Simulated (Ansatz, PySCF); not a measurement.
System: Si₂H₅, net charge 0, doublet state. SMILES: [SiH2][SiH3]
Geometry: optimised at B3LYP-D3(BJ)/def2-TZVP (Ansatz, a quantum-chemistry and plane-wave program).

Wanted: atomisation energy, in kcal/mol. Terms: open shells spin-unrestricted; no dispersion term unless named; non-relativistic; 6-31G* and kin with 6d, 5d where marked; valence correlation only; spin-orbit terms left out; atomisation electronic, to ground-state atoms. CBS marks a two-point X^-3 extrapolation of the correlation energy; Hartree-Fock from the larger set. The bracket is a focal-point correction in the basis named. First-principles rows: single points at B3LYP-D3(BJ) geometries (Ansatz).

```csv
species,coefficient,"E at M06-2X/6-31G* (5d) (PySCF), Eh","E at B3LYP/def2-TZVPD (Ansatz), Eh"
[SiH2][SiH3] (Si2H5),-1,-581.82374,-581.99428
H atom,+5,-0.49667,-0.50215
Si atom,+2,-289.32340,-289.39218
```

Coupled cluster (Ansatz) is a level with limits of its own, used here on species with T1 under 0.025 (0.045 for open shells) and stable references: RI-MP2/CBS(def2-TZVPPD,def2-QZVPPD)+[CCSD(T)-MP2]/def2-TZVPPD. Value to compare with, RI-MP2/CBS(def2-TZVPPD,def2-QZVPPD)+[CCSD(T)-MP2]/def2-TZVPPD (Ansatz): 442.6 kcal/mol. 1 Eh = 627.5095 kcal/mol.

Compute it at each level from the table, and compare with RI-MP2/CBS(def2-TZVPPD,def2-QZVPPD)+[CCSD(T)-MP2]/def2-TZVPPD (Ansatz).


- M06-2X/6-31G* (5d): the sum of coefficient times E is 0.69359 Eh, or 435.23 kcal/mol. Result: 435.2 kcal/mol. Its difference against RI-MP2/CBS(def2-TZVPPD,def2-QZVPPD)+[CCSD(T)-MP2]/def2-TZVPPD (Ansatz) is -7.4 kcal/mol.
- B3LYP/def2-TZVPD: the sum of coefficient times E is 0.69917 Eh, or 438.74 kcal/mol. Result: 438.7 kcal/mol. Its difference against RI-MP2/CBS(def2-TZVPPD,def2-QZVPPD)+[CCSD(T)-MP2]/def2-TZVPPD (Ansatz) is -3.9 kcal/mol.
